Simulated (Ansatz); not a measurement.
Relaxed structures of CH₅BSi, closed shell (PBE0-D4/def2-TZVP; forces vanish, vibrations not checked; lower isomers may exist, and structures with a doubtful reference or unclear bonds are left out; Å). Program: Ansatz 0.2.0. Basis: def2-TZVPP. Cores are frozen in the correlated methods.

Problem. Rank them by CCSD(T) energy, lowest first, and give each one's height above the lowest. Links in brackets join atoms within 1.22 times the sum of their covalent radii (1.1 for two metals). (Judge from chemistry; the value comes from the calculation.)
A.
CH₅BSi ([CH3][B]12[H][Si]1[H]2)
```
8
angstrom
C -0.5073 0.7993 -0.4204
B 0.1500 -0.3422 0.4098
Si 0.8733 -1.6498 1.4626
H -1.5965 0.7138 -0.3877
H -0.2035 0.7959 -1.4703
H -0.2450 1.7737 -0.0002
H 1.4853 -0.4774 0.4133
H 0.0438 -1.6134 -0.0073
```
B.
CH₅BSi ([CH2][B][SiH3])
```
8
angstrom
C -0.7855 1.1203 -0.2623
B -0.1483 0.0341 0.3029
Si 0.8275 -1.4882 1.1000
H -1.8625 1.1665 -0.4007
H 0.4185 -1.7336 2.5071
H -0.2460 1.9998 -0.6047
H 2.2658 -1.1049 1.0701
H 0.6398 -2.7362 0.3160
```
C.
CH₅BSi ([CH3][B][SiH2])
```
8
angstrom
C -0.7423 1.1151 -0.5702
B 0.0574 -0.0757 -0.0726
Si 0.7930 -1.4059 1.0063
H -1.8019 1.0098 -0.3102
H -0.6495 1.3049 -1.6420
H -0.3843 2.0029 -0.0301
H 2.2603 -1.1965 1.1541
H 0.4673 -2.7546 0.4648
```

Solution. The calculation gives: A (0.0 kJ/mol), B (30.6 kJ/mol), C (82.9 kJ/mol). Heights count from the lowest.

No T1 diagnostic of these runs exceeds 0.019. The restricted Hartree–Fock reference is unstable towards an unrestricted one at one or more of these structures.

For scale, one of the runs: CCSD(T)/def2-TZVPP, 174 basis functions, launched by `ansatz run in.yaml --threads 2 --pin off --events-out ev --progress --plain --max-ram 4352MiB`. The run took 16 s on 2 CPU threads of an Intel Xeon Platinum 8223CL (shared host), with 1.5 GiB of host memory at its peak.
